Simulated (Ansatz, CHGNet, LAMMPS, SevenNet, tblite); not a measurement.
TO(Γ) frequency of zinc-blende CdTe: levels of theory against measurement

Reference value: 138 cm⁻¹ (measured, temperature not stated, not corrected to a static lattice; as tabulated in Gopal et al., Improved predictions of the physical properties of Zn- and …).

```tsv
level (code)	value (cm⁻¹)	cell (Å³/atom)	difference (%)
BOP CdZnTe_v2.bop.table (LAMMPS)	185	34.09	+34
Stillinger–Weber CdTeZnSeHgS0.sw (LAMMPS)	204	33.98	+48
GFN1-xTB (tblite)	133	36.70	-3.6
CHGNet 0.3.0	100	36.50	-28
SevenNet-l3i5	128	36.36	-7.2
LDA (Ansatz)	148	32.90	+7.2
PBE (Ansatz)	130	36.22	-5.8
r²SCAN (Ansatz)	136	35.25	-1.4
```

Leaving aside BOP CdZnTe_v2.bop.table (doubt noted below), Stillinger–Weber CdTeZnSeHgS0.sw (doubt noted below): Once the reference is moved by up to 3.0 % (a margin picked here for doubts on the reference and the settings, and for temperature and zero-point motion) and values within 0.7 % count as equal, the nearest can be r²SCAN (-1.4 %), GFN1-xTB (-3.6 %) or LDA (+7.2 %). Farthest off among them: CHGNet 0.3.0 (-28 %).

The measured value isn't corrected to a static lattice, so vibrations enter the comparison.  BOP CdZnTe_v2.bop.table, Stillinger–Weber CdTeZnSeHgS0.sw: the potential file covers more elements than this solid holds. GFN1-xTB: the method was fitted mainly to molecules. GFN1-xTB: the run uses a supercell at the zone centre in place of a k mesh. Each level is taken at its own relaxed cell. Cutoffs differ between the levels. Ansatz's density-functional and Hartree–Fock values are scalar-relativistic unless marked +SOC, with PAW data made under PBE.

Empirical potentials (BOP CdZnTe_v2.bop.table, Stillinger–Weber CdTeZnSeHgS0.sw) are fitted to chosen data: where that held the value shown, agreement is built in, and what lay outside the fit can be far off. Machine-learned potentials (CHGNet 0.3.0, SevenNet-l3i5) are trained on DFT data: a solid inside that data is no test of them.

Differences are worked out from the printed values.

Ansatz is an electronic-structure program.
